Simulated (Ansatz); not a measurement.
# bcc K

These are LDA in Ansatz (PAW) values and carry that method's errors.

Run with plane-wave cutoff 520 eV, 18×18×18 k mesh, Fermi–Dirac smearing 0.074 eV (set by the program), scalar-relativistic PAW data made under PBE.

Cell: relaxed at this level.

For bcc K, the elastic constant C11 is 4.86 GPa. The elastic constant C12 is 4.24 GPa, the elastic constant C44 comes out as 3.27 GPa and the voigt–Reuss–Hill bulk modulus is 4.45 GPa. The voigt–Reuss–Hill shear modulus (Hill average) is 1.38 GPa and the Young modulus is 3.8 GPa. The Poisson ratio comes out as 0.359.

Elastic constants are with the ions relaxed.

Cost on a shared machine: about 5 core-minutes (a rough figure).

Ansatz is a quantum-chemistry and plane-wave program.
